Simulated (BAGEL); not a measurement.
# CASCI(8,8)/cc-pVDZ-DK (DCG, density fitting with cc-pvdz-jkfit, frozen positrons yes) run of Si2H6 (disilane)

Aim: the energy change on altering one bond length of Si2H6 (disilane) at CASCI(8,8)/cc-pVDZ-DK (DCG, density fitting with cc-pvdz-jkfit, frozen positrons yes), from 2 runs. 

The calculation is run with BAGEL 1.2.2.

1 further run of the same task is left out (it didn't finish).

**1. The molecule**

The species is Si2H6 (8 atoms), meant as a singlet with charge 0. SMILES: `[SiH3][SiH3]`. The shape is that of a PBE0-D4/def2-TZVP optimisation.

Bond lengths: Si1–Si2 2.338 Å, Si1–H3 1.488 Å, Si1–H4 1.488 Å, Si1–H5 1.488 Å, Si2–H6 1.488 Å, Si2–H7 1.488 Å, Si2–H8 1.488 Å. Some angles: Si1–Si2–H6 110.3°, Si1–Si2–H7 110.3°, Si1–Si2–H8 110.3°, Si2–Si1–H3 110.3°, Si2–Si1–H4 110.3°, Si2–Si1–H5 110.3°, H6–Si2–H7 108.7°, H6–Si2–H8 108.7°, H7–Si2–H8 108.7°, H3–Si1–H4 108.7°.

**2. A single-point energy at CASCI(8,8)/cc-pVDZ-DK (DCG, density fitting with cc-pvdz-jkfit, frozen positrons yes)**

File calc.json:

```json
{ "bagel" : [

{
  "title" : "molecule",
  "basis" : "cc-pvdz-dk.json",
  "df_basis" : "cc-pvdz-jkfit",
  "finite_nucleus" : true,
  "geometry" : [
    { "atom" : "Si", "xyz" : [ -0.64345175,  0.92634375, -1.89898578 ] },
    { "atom" : "Si", "xyz" : [  0.68691545, -0.95317786,  1.87271859 ] },
    { "atom" : "H", "xyz" : [  1.57584262,  1.79183831, -3.39186942 ] },
    { "atom" : "H", "xyz" : [ -2.10307620, -0.91443847, -3.44289203 ] },
    { "atom" : "H", "xyz" : [ -2.28278916,  3.14469324, -1.35663438 ] },
    { "atom" : "H", "xyz" : [  2.15239806,  0.88552566,  3.41341230 ] },
    { "atom" : "H", "xyz" : [  2.32077265, -3.17568475,  1.33036719 ] },
    { "atom" : "H", "xyz" : [ -1.53256789, -1.81262530,  3.36862579 ] }
  ]
},
{
  "title" : "hf"
},
{
  "title" : "dhf",
  "gaunt" : true,
  "breit" : false
},
{
  "title" : "zfci",
  "state" : [2, 0, 1],
  "ncore" : 13,
  "norb" : 8,
  "gaunt" : true,
  "breit" : false
}

]}
```

The basis set cc-pVDZ-DK is read from a file made from the Basis Set Exchange's data (not shown).

The run is started by

```
BAGEL_NUM_THREADS=1 BAGEL calc.json > calc.out
```

The log of the run:

```text
* using 1 threads per process

  ===============================================================
  ===============================================================

  *** Geometry ***

  { "atom" : "Si", "xyz" : [     -0.643452,      0.926344,     -1.898986 ] },
  { "atom" : "Si", "xyz" : [      0.686915,     -0.953178,      1.872719 ] },
  { "atom" : "H", "xyz" : [      1.575843,      1.791838,     -3.391869 ] },
[... 4 lines of this table left out ...]
  { "atom" : "H", "xyz" : [     -1.532568,     -1.812625,      3.368626 ] },

  Number of auxiliary basis functions:      362

  Since a DF basis is specified, we compute 2- and 3-index integrals:
    o Being stored without compression. Storage requirement is 0.013 GB

  Number of basis functions:       66
  Number of electrons      :       34

    * METHOD: MOLECULE                             0.13

  *** RHF ***

[... 69 lines left out ...]
                 * error                                       0.00
[... 58 lines left out ...]
                 * error                                       0.00
[... 59 lines left out ...]
                 * error                                       0.00
[... 59 lines left out ...]
                 * error                                       0.00
[... 9 lines left out ...]
                 * error                                       0.00
[... 9 lines left out ...]
                 * error                                       0.00
[... 9 lines left out ...]
                 * error                                       0.00
[... 10 lines left out ...]
                 * error                                       0.00
[... 10 lines left out ...]
                 * error                                       0.00
[... 9 lines left out ...]
                 * error                                       0.00
[... 18 lines left out ...]
     * ci vector, state   0
[... 11 lines left out ...]
     * ci vector, state   1
[... 11 lines left out ...]
     * ci vector, state   2
[... 21 lines left out ...]
     * ci vector, state   3
[... 5 lines left out ...]
     * ci vector, state   4
       222a.b..  (0.4381890811,0.1359179645)
       222b.a..  (-0.4448377643,-0.1122617128)
       222ba...  (0.0193642841,0.1050237615)
       222ab...  (-0.1066772788,-0.0049923274)

     * ci vector, state   0

     * ci vector, state   1

     * ci vector, state   2
       222aa...  (-0.1576385625,0.3083724473)

     * ci vector, state   3
       222aa...  (-0.0304476628,-0.4382612960)
       222a.a..  (-0.2434031987,0.2772034439)

     * ci vector, state   4
       222aa...  (-0.4974065414,-0.0252411816)
       222a.a..  (-0.1300026029,-0.0847571747)

     * ci vector, state   0

     * ci vector, state   1

     * ci vector, state   2

     * ci vector, state   3

     * ci vector, state   4

     * ci vector, state   0

     * ci vector, state   1

     * ci vector, state   2

     * ci vector, state   3

     * ci vector, state   4

     * ci vector, state   0

     * ci vector, state   1

     * ci vector, state   2

     * ci vector, state   3

     * ci vector, state   4

    * METHOD: ZFCI                                19.58

  ===============================================================
```

It took 62 s on 1 thread of AMD EPYC 7R43 (Zen 3), shared host; peak memory 0.75 GiB.

The roots found:

```
excited state  energy (eV)
            1        7.674
            2        7.674
            3        7.684
            4        7.684
```

**3. The distorted shape**

File input.json:

```json
{ "bagel" : [

{
  "title" : "molecule",
  "basis" : "cc-pvdz-dk.json",
  "df_basis" : "cc-pvdz-jkfit",
  "finite_nucleus" : "true",
  "geometry" : [
    { "atom" : "Si", "xyz" : [    -0.51039991,     0.73837080,    -1.52177188 ] },
    { "atom" : "Si", "xyz" : [     0.68691545,    -0.95317786,     1.87271859 ] },
    { "atom" : "H", "xyz" : [     1.70889445,     1.60386536,    -3.01465552 ] },
    { "atom" : "H", "xyz" : [    -1.97002437,    -1.10241142,    -3.06567813 ] },
    { "atom" : "H", "xyz" : [    -2.14973732,     2.95672030,    -0.97942048 ] },
    { "atom" : "H", "xyz" : [     2.15239806,     0.88552566,     3.41341230 ] },
    { "atom" : "H", "xyz" : [     2.32077265,    -3.17568475,     1.33036719 ] },
    { "atom" : "H", "xyz" : [    -1.53256789,    -1.81262530,     3.36862579 ] }
  ]
},

{
  "title" : "hf"
},

{
  "title" : "dhf",
  "gaunt" : "true",
  "breit" : "false"
},

{
  "title" : "zfci",
  "state" : [2, 0, 1],
  "ncore" : 13,
  "norb" : 8,
  "gaunt" : "true",
  "breit" : "false"
}

]}
```

The basis set cc-pVDZ-DK is read from a file made from the Basis Set Exchange's data (not shown).

The run is started by

```
BAGEL_NUM_THREADS=1 BAGEL input.json > input.out
```

The log of the run:

```text
* using 1 threads per process

  ===============================================================
  ===============================================================

  *** Geometry ***

  { "atom" : "Si", "xyz" : [     -0.510400,      0.738371,     -1.521772 ] },
  { "atom" : "Si", "xyz" : [      0.686915,     -0.953178,      1.872719 ] },
  { "atom" : "H", "xyz" : [      1.708894,      1.603865,     -3.014656 ] },
[... 4 lines of this table left out ...]
  { "atom" : "H", "xyz" : [     -1.532568,     -1.812625,      3.368626 ] },

  Number of auxiliary basis functions:      362

  Since a DF basis is specified, we compute 2- and 3-index integrals:
    o Being stored without compression. Storage requirement is 0.013 GB

  Number of basis functions:       66
  Number of electrons      :       34

    * METHOD: MOLECULE                             0.15

  *** RHF ***

[... 13 lines left out ...]
    * Permanent dipole moment:
[... 145 lines left out ...]
                 * error                                       0.00
[... 130 lines left out ...]
                 * error                                       0.00
[... 142 lines left out ...]
                 * error                                       0.00
[... 142 lines left out ...]
                 * error                                       0.00
[... 142 lines left out ...]
                 * error                                       0.00
[... 98 lines left out ...]
                 * error                                       0.00
[... 10 lines left out ...]
                 * error                                       0.00
[... 10 lines left out ...]
                 * error                                       0.00
[... 10 lines left out ...]
                 * error                                       0.00
[... 10 lines left out ...]
                 * error                                       0.00
[... 10 lines left out ...]
                 * error                                       0.00
[... 30 lines left out ...]
     * ci vector, state   1
[... 41 lines left out ...]
     * ci vector, state   4
[... 5 lines left out ...]
     * ci vector, state   0

     * ci vector, state   1
       222aa...  (0.1760281934,0.5712083699)

     * ci vector, state   2
       222aa...  (0.3359930157,-0.6130011896)
       22a2.a..  (-0.0300504100,-0.0580784072)

     * ci vector, state   3
       222a.a..  (-0.0844617002,0.3607421753)
       222aa...  (0.0851031620,0.2127330731)

     * ci vector, state   4
       222a.a..  (-0.4593122661,-0.1202569999)
       222aa...  (-0.0407252904,-0.1036091961)

     * ci vector, state   0

     * ci vector, state   1

     * ci vector, state   2

     * ci vector, state   3

     * ci vector, state   4

     * ci vector, state   0

     * ci vector, state   1

     * ci vector, state   2

     * ci vector, state   3

     * ci vector, state   4

     * ci vector, state   0

     * ci vector, state   1

     * ci vector, state   2

     * ci vector, state   3

     * ci vector, state   4

    * METHOD: ZFCI                                41.94

  ===============================================================
```

Run time: 89 s. Hardware: 1 thread of AMD EPYC 7R43 (Zen 3), shared host; peak memory 0.74 GiB.

The roots found:

```
excited state  energy (eV)
            1        8.031
            2        8.031
            3        8.041
            4        8.042
```

**4. Outcome**

Level: CASCI(8,8)/cc-pVDZ-DK (DCG, density fitting with cc-pvdz-jkfit, frozen positrons yes).

| quantity | value |
| --- | --- |
| first shape: total energy | -582.36542 Eh |
| first shape: lowest excitation energy within this active space | 7.67 eV |
| distorted shape: total energy | -582.34557 Eh |
| distorted shape: lowest excitation energy within this active space | 8.03 eV |
| energy change with the Si1–Si2 bond shortened from 2.338 to 2.105 Å | 0.540 eV |

**Reading.** With the Si1–Si2 bond shortened from 2.338 to 2.105 Å the energy rises by 0.54 eV (12.5 kcal/mol). The first shape isn't relaxed at this level, so the change isn't measured from a minimum. The basis has no diffuse functions, so Rydberg states are missing or pushed up, and the true lowest state may lie lower.
